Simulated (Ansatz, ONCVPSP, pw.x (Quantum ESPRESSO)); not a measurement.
# pw.x on bcc W: one setting changed

Potential: optimised norm-conserving Vanderbilt (ONCV), ONCVPSP 4.0.1.1 (patched build), PBEsol; core [Kr] 4d10 4f14 5s2, reference 5p6 5d4 6s2; waves: 6s: rc 2.55 bohr, ncon 4, nbas 8, qcut 2.6 1/bohr, 2 projectors, debl 2.7 Ha; 5p: rc 1.85 bohr, ncon 5, nbas 9, qcut 9 1/bohr, 1 projector; 5d: rc 2.75 bohr, ncon 3, nbas 8, qcut 5 1/bohr, 2 projectors, debl 3.8 Ha; local part: polynomial inside 1.85 bohr (lpopt 3, dvloc0 0 Ha); core correction: Teter function, fcfact 1.5, rcfact 1.2.

The reference run (k-mesh 15³, cutoffs 75/300 Ry, Fermi–Dirac 0.01 Ry, mixing_beta 0.4, conv_thr 1e-9, no spin) gives -1.46 GPa at 15.687 Å³/atom, where all-electron LAPW gives 0.22 GPa. This run, with its own iteration cap, changes electron_maxstep to 6, a wrong or extreme entry chosen on purpose.

```
&control
  calculation='scf', prefix='x', pseudo_dir='./', outdir='./tmp', tstress=.true., disk_io='none'
/
&system
  ibrav=0, nat=1, ntyp=1, ecutwfc=75, ecutrho=300, nbnd=14,
  occupations='smearing', smearing='fd', degauss=0.01
/
&electrons
  conv_thr=1e-09, mixing_beta=0.4, electron_maxstep=6
/
ATOMIC_SPECIES
W 1.0 W.UPF
CELL_PARAMETERS angstrom
  -1.57698163 1.57698163 1.57698163
  1.57698163 -1.57698163 1.57698163
  1.57698163 1.57698163 -1.57698163
ATOMIC_POSITIONS crystal
W 0.0000 0.0000 0.0000
K_POINTS automatic
15 15 15 0 0 0
```

```bash
pw.x < W.scf.in > W.scf.out
```

Question: How does the run end?

Answer: It does not reach self-consistency within its iteration cap.

```
Message from routine setup:
     using ibrav=0 with symmetry is DISCOURAGED, use correct ibrav instead
     lattice parameter (alat)  =       5.1616  a.u.
     unit-cell volume          =     105.8611 (a.u.)^3
     number of electrons       =        12.00
     number of Kohn-Sham states=           14
     kinetic-energy cutoff     =      75.0000  Ry
     charge density cutoff     =     300.0000  Ry
     scf convergence threshold =      1.0E-09
     Exchange-correlation= PBESOL
     number of k points=   120  Fermi-Dirac smearing, width (Ry)=  0.0100
     iteration #  1     ecut=    75.00 Ry     beta= 0.40
     total energy              =     -93.46780495 Ry
     estimated scf accuracy    <       0.03154768 Ry
     iteration #  2     ecut=    75.00 Ry     beta= 0.40
     total energy              =     -93.46676343 Ry
     estimated scf accuracy    <       0.00661754 Ry
     iteration #  3     ecut=    75.00 Ry     beta= 0.40
     total energy              =     -93.46740132 Ry
     estimated scf accuracy    <       0.00028073 Ry
     iteration #  4     ecut=    75.00 Ry     beta= 0.40
     total energy              =     -93.46742016 Ry
     estimated scf accuracy    <       0.00000474 Ry
     iteration #  5     ecut=    75.00 Ry     beta= 0.40
     total energy              =     -93.46742136 Ry
     estimated scf accuracy    <       0.00000021 Ry
     iteration #  6     ecut=    75.00 Ry     beta= 0.40
     total energy              =     -93.46742139 Ry
     estimated scf accuracy    <       0.00000002 Ry
     convergence NOT achieved after   6 iterations: stopping
     Message from routine punch:
     Nothing written, as per user request (disk_io='none')
```

The run took about 18 s on one core of a shared host (AMD EPYC 7R43 64-Core Processor, 256 threads, 1004 GiB, load 109).
